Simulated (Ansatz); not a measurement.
# C2H2FN: small, medium and large basis sets

One table from this session's results is given with a row withheld; the runs are named, their logs left out.

Computed with Ansatz 0.2.0, Gaussian basis. Level: one geometry, several basis sets.

Levels to be run: PBE0-D4/def2-SVP; ωB97M-V/def2-SVP; PBE0-D4/def2-QZVPP; ωB97M-V/def2-QZVPP; the functionals' def2-TZVPP values are taken from earlier runs.

### The relaxed structure

All runs share one geometry, relaxed beforehand with PBE0-D4 in a triple-zeta def2 set.

SMILES `FC1=CN1`, 6 atoms, charge 0, spin multiplicity 1.

Atoms are counted from 1 here; the program's logs count them from 0.

Bond lengths: F1–C2 1.294 Å, C2–C3 1.267 Å, C2–N4 1.409 Å, C3–N4 1.614 Å, C3–H5 1.070 Å, N4–H6 1.024 Å. Angles: F1–C2–C3 151.2°, F1–C2–N4 134.6°, C3–C2–N4 74.0°, C2–C3–N4 57.0°, C2–C3–H5 161.6°, N4–C3–H5 135.8°, C2–N4–C3 49.0°, C2–N4–H6 109.2°, C3–N4–H6 107.7°.

Coordinates:

```xyz
6
charge 0, multiplicity 1
F    -0.19978   -1.64197    1.02321
C    -0.05239   -0.59295    0.27941
C     0.55008    0.04462   -0.63508
N    -0.80466    0.57791    0.06188
H     1.08929    0.26601   -1.53218
H    -0.54054    1.28227    0.75666
```

The first run:

The input, in.yaml:

```yaml
crystal:
  periodic: [false, false, false]
  atoms:
    - {symbol: F, position_ang: [-0.199784, -1.641975, 1.023209]}
    - {symbol: C, position_ang: [-0.052386, -0.592945, 0.279412]}
    - {symbol: C, position_ang: [0.550082, 0.044624, -0.635081]}
    - {symbol: N, position_ang: [-0.804661, 0.577914, 0.061877]}
    - {symbol: H, position_ang: [1.089289, 0.266007, -1.532175]}
    - {symbol: H, position_ang: [-0.540539, 1.282273, 0.756658]}
basis:
  gaussian: {orbitals: def2-SVP}
hamiltonian: {xc: pbe0, dispersion: d4}
output: {orbitals: {seedname: orbitals}}
```

Run with:

```console
ansatz run in.yaml --threads 2 --pin off --events-out ev --progress --plain --max-ram 4352MiB
```

Steps of the session up to this table: PBE0-D4 in def2-SVP; ωB97M-V in def2-SVP; PBE0-D4 in def2-QZVPP; ωB97M-V in def2-QZVPP.

One of the session's tables, all rows but one given; the rest of the session is left out.

It belongs to the step «Density functionals: the series». 

```
functional       basis  HOMO (eV)  LUMO (eV)
   PBE0-D4    def2-SVP      -6.27       0.36
   PBE0-D4  def2-TZVPP      -6.45       0.14
   PBE0-D4  def2-QZVPP      -6.49       0.03
   ωB97M-V    def2-SVP          ?          ?
   ωB97M-V  def2-TZVPP      -8.76       2.27
   ωB97M-V  def2-QZVPP      -8.81       1.86
```

Estimate the missing values for ωB97M-V, def2-SVP.

The run gave: HOMO (eV): -8.57; LUMO (eV): 2.66. In the column «HOMO (eV)» it lies between ωB97M-V, def2-TZVPP (-8.76) and PBE0-D4, def2-QZVPP (-6.49).
